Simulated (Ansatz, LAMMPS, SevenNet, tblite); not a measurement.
**Rock-salt NaCl, lattice constant a**

Reference value: 5.569 Å (measured, static lattice: zero-point anharmonic expansion removed; as tabulated in Mejia-Rodriguez and Trickey (2018), arXiv:1807.09216).

```tsv
level (code)	value (Å)	error (%)
ionic model tosi-fumi1964 (rigid ions, LAMMPS)	5.618	+0.88
IPEA1-xTB (tblite)	5.180	-6.99
SevenNet-l3i5 (SevenNet)	5.691	+2.19
LDA (Ansatz)	5.464	-1.89
PBE (Ansatz)	5.696	+2.28
r²SCAN (Ansatz)	5.608	+0.70
PBE0 (Ansatz)	5.649	+1.44
```

Leaving aside ionic model tosi-fumi1964, IPEA1-xTB, which can be fitted to such values or carry a doubt: Of these levels r²SCAN (+0.70 %) comes nearest. Farthest off: PBE (+2.28 %). Within 2 %: LDA, r²SCAN, PBE0. Of the first-principles levels, DFT without exact exchange (LDA, r²SCAN) would do here.

IPEA1-xTB: the cell moved over 20 % in volume from its start. IPEA1-xTB: this parameter set was refitted to ionisation energies, not structures. IPEA1-xTB: the run uses a supercell at the zone centre in place of a k mesh. Cutoffs and k meshes differ between the levels. Ansatz's density-functional and Hartree–Fock values are scalar-relativistic unless marked +SOC, with PAW data made under PBE.

Empirical potentials (ionic model tosi-fumi1964) are fitted to chosen data, which need not cover the solid at hand: agreement can be built in, and what lay outside the fit can be far off. Machine-learned potentials (SevenNet-l3i5) are trained on DFT data, which may include these solids.

Differences are worked out from the printed values.

Ansatz is an electronic-structure program.
